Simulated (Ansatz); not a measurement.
## C2H3NO2: which of these isomers lies lowest?

2 of its isomers, all singlets with charge 0: A = `OC1(O)C=N1`; B = `N=C1OCO1`.

Shapes, held fixed at every level: PBE0-D4/def2-TZVP. Flexible molecules stand in one conformer, not always the lowest. Programs: Ansatz 0.2.0.

A:

```xyz
8

O    -0.7818    1.3010    0.1651
C    -0.0241    0.1795    0.0139
O     1.3147    0.5164   -0.0435
C    -0.5230   -1.0889    0.4082
N    -0.5005   -0.9170   -0.8485
H    -0.3594    2.0048   -0.3404
H     1.7808   -0.1818   -0.5131
H    -0.8147   -1.8710    1.1024
```

B:

```xyz
8

N    -0.5330    1.8865   -0.1900
C    -0.1799    0.7026   -0.1109
O     0.4132   -0.0837   -1.0524
C     0.3995   -1.1247   -0.0835
O    -0.2206   -0.2626    0.8652
H    -0.9515    2.2237    0.6692
H     1.4019   -1.4351    0.2189
H    -0.2373   -1.9636   -0.3722
```

Electronic energies in kJ/mol, without zero-point or thermal terms.

```
               level                   kind   B − A
         HF/def2-SVP           Hartree–Fock  -104.6
    SPW92/def2-TZVPP                    LDA  -102.8
 BHLYP-D4/def2-TZVPP          global hybrid  -100.4
   B2PLYP/def2-TZVPP          double hybrid   -95.1
      MP2/def2-TZVPP    perturbation theory   -83.7
  CCSD(T)/def2-TZVPP  coupled cluster or CI   -90.3
     CCSD/def2-TZVPP  coupled cluster or CI   -91.2
CCSD(T)/CBS estimate  coupled cluster or CI   -83.0
```

The highest level, CCSD(T)/CBS estimate, puts B lowest of these. All levels agree on that. The B − A difference spans -104.6 to -83.0 kJ/mol over the levels. The CBS estimate extrapolates MP2 from def2-TZVPP and def2-QZVPP and adds CCSD(T) − MP2 in the triple-zeta set, cores frozen.
